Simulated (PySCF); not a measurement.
How the method moves the gas-phase deprotonation enthalpies of `BN` (BH4N)

Coordinates in Å; atoms count from 1 in this order:
```
B    -0.6829    0.0279   -0.0179
N     0.7068   -0.0280    0.0029
H    -1.3124   -1.0050   -0.0239
H    -1.2272    1.1082   -0.0294
H     1.2949    0.7957    0.0089
H     1.2270   -0.8962    0.0133
```

All levels share the PBE0-D3(BJ)/ma-def2-SVP structures and the PBE0-D3(BJ)/ma-def2-SVP thermal terms; only the single-point energies (PySCF) change. Values are gas-phase deprotonation enthalpies (298 K, kJ/mol).

| level | N2 | time |
| --- | --- | --- |
| MP2/ma-def2-TZVP | 1580 | 2.8 s |
| CCSD(T)/ma-def2-TZVP | 1588 | 31 s |
| M06-2X/ma-def2-TZVP | 1593 | – |
| HF/ma-def2-TZVP | 1630 | 0.79 s |

Times are wall times for all single points of a level on 1 thread of Arm Neoverse N1, a shared host; the dash marks the run that also made the structures.

Hartree-Fock leaves out electron correlation, so its deprotonation energies can be off by tens of kJ/mol.

The spread: 51 kJ/mol, from 1580 to 1630.

Known limits: B1 is not listed: the run failed or kept an imaginary mode, or the ion rearranged or equalled another.

Differences come from unrounded values, so a last digit can differ from that of the printed terms.
